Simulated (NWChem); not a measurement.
System: nitrogen (N$_{2}$); SMILES N#N

Here is an NWChem input.

```
start job
memory heap 200 mb stack 900 mb global 1100 mb
geometry units angstroms noautosym nocenter noautoz
  N      0.000000     0.000000     0.544738
  N      0.000000     0.000000    -0.544738
end
basis spherical
  N library aug-cc-pvtz
end
dft
  xc hfexch
  iterations 150
end
property
  response 1 0.0
end
task dft property
```

Coordinates come from a PBE0-D3(BJ)/def2-TZVP optimisation.

Static field.

Q: Predict the main results of this run. (Hartree-Fock/aug-cc-pVTZ.) Quantities: basis functions; isotropic polarisability (bohr³); anisotropy (bohr³).

A: 
```json
{
 "number_of_basis_functions": "92",
 "isotropic polarisability (bohr³)": "11.4",
 "anisotropy (bohr³)": "5.1"
}
```
